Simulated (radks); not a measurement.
# B²⁺ in 1s1 2s1 3d1: an all-electron calculation

The task here is to estimate one member of a computed series from the others.

Method: Dirac Kohn-Sham, RPBE, spin-unpolarised, spherical densities, finite nucleus; open shells fill j = l - 1/2 first. Code: radks (a radial shooting solver on a logarithmic mesh, Libxc functionals) version 1.

### The atom as given

```
element            : boron (Z = 5)
charge             : +2
electrons          : 3
configuration      : 1s1 2s1 3d1
nuclear rms radius : 2.406 fm
```

The first run:

The run's settings:

```text
Z 5
configuration 1s1 2s1 3d1
relativity Dirac
functional rpbe,pbe
spin unpolarised
j_filling energy
nucleus finite rms 2.406 fm
c 137.035999084
```

One of the session's tables, all rows but one given; the rest of the session is left out.

It belongs to the step «Orbitals and density». Radial moments (bohr):

| level | <r> | outermost maximum (interpolated) | 90 % within |
| --- | --- | --- | --- |
| 1s1/2 | 0.3064 | 0.201 | 0.546 |
| 2s1/2 | 1.397 | 1.18 | 2.14 |
| 3d3/2 | ? | ? | ? |
| 3d5/2 | 3.243 | 2.73 | 5.00 |

Q: Estimate the row for 3d3/2 from the others.

**Answer.** <r>: 3.242; outermost maximum (interpolated): 2.73; 90 % within: 5.00. In the column «<r>» it lies between 2s1/2 (1.397) and 3d5/2 (3.243).
